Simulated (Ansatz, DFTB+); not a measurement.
How well does each level of theory give the lattice parameter a of hcp Hf?

Reference value: 3.194 Å (measured, 293 K, not corrected to a static lattice, our sources range from 3.194 to 3.200; as tabulated in Wikipedia's data pages).

```
level (code)              value (Å)
------------------------  ---------
GFN1-xTB as cut by DFTB+      4.163
LDA (Ansatz)                  3.119
PBE (Ansatz)                  3.205
rVV10 (Ansatz)                3.208
r²SCAN+SOC (Ansatz)               ?
r²SCAN0 (Ansatz)              3.215
Hartree–Fock (Ansatz)             ?
```

Task: What belongs in the gaps?

Result: 
- r²SCAN+SOC (Ansatz, an electronic-structure program), value (Å): 3.196
- Hartree–Fock (Ansatz), value (Å): 3.341

Differences against the reference: GFN1-xTB as cut by DFTB+ +30 %, LDA -2.35 %, PBE +0.34 %, rVV10 +0.44 %, r²SCAN+SOC +0.06 %, r²SCAN0 +0.66 %, Hartree–Fock +4.60 %.

Leaving aside GFN1-xTB as cut by DFTB+ (doubt noted below): The reference is not for a static lattice or low temperature, so close values are not ranked against it. Off by more than 1.25 %, or 1.75 % on the side where a correction would as a rule narrow the miss (bounds picked here): Hartree–Fock (+4.60 %), LDA (-2.35 %).

The reference isn't brought to a static lattice, while the calculations are for one, so the differences are not the levels' errors alone.  Density-functional levels without +SOC have no spin–orbit coupling. GFN1-xTB as cut by DFTB+: the cell has another shape than the first-principles one, perhaps another minimum in the same group. GFN1-xTB as cut by DFTB+: the cell moved over 20 % in volume from its start. GFN1-xTB as cut by DFTB+: the method was fitted mainly to molecules. GFN1-xTB as cut by DFTB+: codes differ in how they cut the long-range tail of xTB's charge interaction in a crystal, so the value belongs to this code. Cutoffs and k meshes differ between the levels. Ansatz's density-functional and Hartree–Fock values are scalar-relativistic unless marked +SOC, with PAW data made under PBE.

Differences are worked out from the printed values.
